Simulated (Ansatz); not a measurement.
Born–Oppenheimer molecular dynamics of CH₈BN (11 atoms, charge 0, multiplicity 1). It starts from a rough guess of a transition structure, not a stationary point.

Method: UKS B3LYP/6-31G* (Ansatz).

| Property | Result |
| --- | --- |
| ensemble | NVE (velocity Verlet) |
| time step | 0.5 fs |
| steps asked | 150 |
| starting velocities drawn for | 300 K |
| seed | 692582 |

Frames 2.5 fs apart, positions in Å, forces in eV/Å.

Velocities at 15.0 fs (Å/ps):

```
B 14.86 12.93 2.79
C -13.64 -7.04 -5.86
H -9.67 -31.47 0.36
H 13.12 -2.03 4.17
H -70.03 -63.10 45.28
N 6.79 8.00 0.49
H 26.97 7.24 -7.25
H -9.09 -17.50 11.13
H -13.50 -15.07 -0.84
H -1.87 -42.86 -6.77
H -27.12 -1.15 -12.99
```

```xyz
11
Properties=species:S:1:pos:R:3:forces:R:3 time_fs=15.0 energy_less_start_eV=-0.996 T=1157
B -0.509 -0.266 -0.362 0.70 -1.66 -1.13
C 0.660 0.731 -0.715 1.50 0.80 -0.93
H -0.420 -1.378 -1.006 -0.01 0.94 0.80
H -1.610 0.102 -0.392 -1.14 0.72 -0.19
H 0.415 0.014 1.925 -2.13 -1.30 -3.25
N -0.334 -0.629 1.193 2.51 1.37 6.59
H 0.703 1.016 -1.790 -0.53 0.15 0.41
H 0.730 1.666 -0.115 -0.29 -0.21 -0.26
H 1.671 0.281 -0.633 -0.21 -0.21 0.39
H -1.149 -0.484 1.843 0.17 -0.42 -1.31
H 0.075 -1.515 1.553 -0.57 -0.18 -1.14
11
Properties=species:S:1:pos:R:3:forces:R:3 time_fs=17.5 energy_less_start_eV=-1.168 T=1297
B -0.472 -0.240 -0.358 -1.84 -2.96 -1.21
C 0.631 0.716 -0.732 3.23 1.58 -1.05
H -0.443 -1.421 -0.978 0.15 1.48 0.94
H -1.609 0.118 -0.388 -0.45 0.49 -0.16
H 0.200 -0.161 1.948 1.64 1.97 -0.43
N -0.313 -0.608 1.208 -0.76 -1.63 3.62
H 0.751 1.037 -1.793 -0.82 0.02 0.45
H 0.699 1.618 -0.095 -0.16 0.08 -0.24
H 1.630 0.239 -0.623 -0.15 -0.05 0.37
H -1.160 -0.599 1.788 -1.10 0.04 -1.13
H -0.001 -1.534 1.485 0.26 -1.02 -1.16
11
Properties=species:S:1:pos:R:3:forces:R:3 time_fs=20.0 energy_less_start_eV=-0.965 T=1127
B -0.445 -0.230 -0.361 -4.09 -2.50 -0.53
C 0.618 0.709 -0.754 3.71 1.67 -0.35
H -0.457 -1.381 -0.896 0.25 0.77 0.41
H -1.633 0.162 -0.392 0.56 0.10 -0.07
H 0.089 -0.214 1.984 3.65 3.48 3.87
N -0.296 -0.595 1.236 -3.85 -5.25 -1.54
H 0.752 1.061 -1.774 -0.65 0.11 -0.36
H 0.659 1.575 -0.089 0.00 0.48 -0.03
H 1.583 0.193 -0.592 0.23 0.11 0.14
H -1.227 -0.711 1.663 -0.55 0.55 -0.92
H -0.064 -1.599 1.351 0.76 0.47 -0.61
11
Properties=species:S:1:pos:R:3:forces:R:3 time_fs=22.5 energy_less_start_eV=-0.915 T=1086
B -0.440 -0.232 -0.367 -4.10 0.36 0.51
C 0.623 0.710 -0.778 2.92 1.22 0.60
H -0.458 -1.303 -0.793 0.19 -1.54 -0.73
H -1.628 0.213 -0.401 0.69 -0.12 -0.03
H 0.159 -0.097 2.178 -1.09 -1.55 -3.04
N -0.294 -0.601 1.261 -1.47 -2.11 3.02
H 0.716 1.091 -1.774 -0.25 0.12 -0.83
H 0.618 1.558 -0.086 0.13 0.44 -0.08
H 1.548 0.155 -0.554 0.53 0.36 -0.23
H -1.320 -0.790 1.489 1.36 1.21 0.06
H -0.082 -1.639 1.185 1.08 1.61 0.75
11
Properties=species:S:1:pos:R:3:forces:R:3 time_fs=25.0 energy_less_start_eV=-0.594 T=813
B -0.457 -0.233 -0.370 -2.40 1.75 0.51
C 0.642 0.717 -0.799 1.61 0.88 0.64
H -0.448 -1.309 -0.730 0.04 -2.06 -1.04
H -1.585 0.258 -0.412 0.05 -0.16 -0.03
H 0.182 -0.051 2.222 -1.88 -2.37 -3.43
N -0.299 -0.617 1.298 -0.79 -0.29 1.43
H 0.664 1.125 -1.817 0.09 -0.33 0.08
H 0.586 1.566 -0.090 0.28 0.11 -0.36
H 1.544 0.138 -0.529 0.57 0.65 -0.59
H -1.342 -0.800 1.319 1.26 1.05 1.30
H -0.036 -1.593 1.060 1.17 0.76 1.49
11
Properties=species:S:1:pos:R:3:forces:R:3 time_fs=27.5 energy_less_start_eV=-1.069 T=1210
B -0.486 -0.226 -0.371 0.18 -0.35 -0.74
C 0.670 0.728 -0.817 0.13 0.37 0.56
H -0.436 -1.420 -0.723 -0.25 0.57 -0.30
H -1.542 0.295 -0.425 -0.98 0.04 -0.01
H 0.105 -0.132 2.081 0.30 0.70 1.07
N -0.307 -0.634 1.340 -0.82 -1.09 -2.95
H 0.618 1.141 -1.857 0.37 -0.61 0.72
H 0.569 1.581 -0.113 0.43 0.04 -0.40
H 1.573 0.160 -0.539 0.49 0.69 -0.73
H -1.298 -0.751 1.223 -0.71 0.15 1.62
H 0.078 -1.504 1.018 0.87 -0.51 1.17
11
Properties=species:S:1:pos:R:3:forces:R:3 time_fs=30.0 energy_less_start_eV=-0.754 T=945
B -0.516 -0.220 -0.376 1.63 -1.19 -1.28
C 0.698 0.742 -0.832 -0.97 -0.46 0.91
H -0.438 -1.505 -0.736 -0.47 1.90 0.09
H -1.551 0.333 -0.438 -0.96 -0.04 0.06
H 0.062 -0.148 2.027 2.04 3.63 4.21
N -0.320 -0.659 1.368 -0.58 -2.97 -5.45
H 0.592 1.123 -1.860 0.40 -0.35 0.15
H 0.578 1.601 -0.159 0.44 0.29 -0.11
H 1.632 0.221 -0.591 0.38 0.44 -0.56
H -1.292 -0.693 1.219 -1.52 -0.77 1.14
H 0.238 -1.437 1.047 -0.39 -0.47 0.84
11
Properties=species:S:1:pos:R:3:forces:R:3 time_fs=32.5 energy_less_start_eV=-0.779 T=971
B -0.537 -0.221 -0.388 1.46 -0.52 -0.78
C 0.722 0.752 -0.843 -1.22 -0.98 1.31
H -0.468 -1.484 -0.745 -0.45 1.71 0.10
H -1.613 0.366 -0.448 0.16 -0.49 0.14
H 0.110 0.002 2.170 -1.85 -2.04 -2.73
N -0.334 -0.693 1.376 2.26 3.32 1.24
H 0.589 1.085 -1.857 0.18 0.08 -0.76
H 0.612 1.637 -0.212 0.34 0.37 0.08
H 1.712 0.307 -0.676 0.01 0.12 -0.24
H -1.358 -0.679 1.286 0.70 -1.31 0.95
H 0.376 -1.398 1.127 -1.57 -0.26 0.69
11
Properties=species:S:1:pos:R:3:forces:R:3 time_fs=35.0 energy_less_start_eV=-0.816 T=1003
B -0.550 -0.223 -0.403 1.09 1.38 0.23
C 0.740 0.759 -0.847 -0.89 -0.44 0.55
H -0.524 -1.368 -0.751 -0.23 -0.19 -0.40
H -1.667 0.372 -0.449 0.92 -0.62 0.19
H 0.065 0.055 2.181 -1.72 -2.53 -2.96
N -0.340 -0.714 1.387 0.98 4.75 1.59
H 0.597 1.049 -1.890 -0.03 0.08 -0.24
H 0.667 1.692 -0.263 0.16 -0.03 -0.12
H 1.792 0.402 -0.774 -0.57 -0.18 0.14
H -1.391 -0.741 1.408 1.75 -1.46 0.62
H 0.426 -1.379 1.248 -1.46 -0.76 0.39
11
Properties=species:S:1:pos:R:3:forces:R:3 time_fs=37.5 energy_less_start_eV=-1.389 T=1486
B -0.556 -0.218 -0.418 1.23 3.09 1.31
C 0.753 0.763 -0.849 -0.58 0.35 -0.64
H -0.593 -1.268 -0.782 0.00 -2.49 -1.14
H -1.671 0.343 -0.439 0.78 -0.18 0.22
H -0.073 -0.024 2.032 0.68 1.90 1.24
N -0.341 -0.717 1.404 -0.95 0.65 -2.39
H 0.604 1.018 -1.936 -0.18 -0.03 0.70
H 0.730 1.746 -0.320 -0.11 -0.42 -0.24
H 1.838 0.484 -0.864 -0.78 -0.58 0.50
H -1.331 -0.889 1.568 0.48 -1.25 0.26
H 0.393 -1.405 1.392 -0.58 -1.04 0.18
11
Properties=species:S:1:pos:R:3:forces:R:3 time_fs=40.0 energy_less_start_eV=-1.500 T=1581
B -0.556 -0.198 -0.425 1.81 0.11 0.74
C 0.764 0.769 -0.853 -0.72 0.49 -0.97
H -0.661 -1.292 -0.873 0.35 -0.49 -0.36
H -1.632 0.306 -0.416 -0.20 0.62 0.25
H -0.174 0.023 1.961 1.31 3.46 2.60
N -0.347 -0.719 1.410 -1.70 -3.65 -3.14
H 0.599 0.986 -1.946 -0.35 0.03 0.60
H 0.787 1.778 -0.389 -0.38 -0.29 0.01
H 1.842 0.532 -0.925 -0.34 -0.98 0.69
H -1.236 -1.107 1.742 0.05 0.14 -0.32
H 0.324 -1.481 1.547 0.19 0.58 -0.11
11
Properties=species:S:1:pos:R:3:forces:R:3 time_fs=42.5 energy_less_start_eV=-0.710 T=912
B -0.545 -0.177 -0.429 1.75 -2.19 -0.18
C 0.770 0.777 -0.863 -1.02 0.00 -0.32
H -0.709 -1.347 -0.984 0.67 1.41 0.63
H -1.603 0.303 -0.378 -0.73 0.93 0.25
H -0.202 0.234 2.025 -0.23 -3.65 -1.69
N -0.360 -0.733 1.405 -0.90 0.30 2.79
H 0.574 0.956 -1.924 -0.44 0.15 -0.37
H 0.823 1.794 -0.457 -0.46 0.11 0.39
H 1.826 0.523 -0.947 0.18 -1.10 0.64
H -1.138 -1.311 1.894 -0.03 2.25 -1.32
H 0.268 -1.527 1.693 1.21 1.78 -0.81
```

Of the whole run (75 fs, mean temperature of the second half 1048 K): The conserved energy stayed within 1.3 meV per atom of its start (net change 0.13 meV per atom), so the integration is sound. The system heated up, since it started high on the potential surface and ran downhill. A run of 0.075 ps of so small a system gives no equilibrium averages. The orbitals stay closed-shell, which can raise the energy where a bond breaks towards radicals; this wasn't checked here.

Time of the run: 7.1 min on 1 thread of Arm Neoverse V1, with other jobs on the host, peak memory 0.14 GiB.
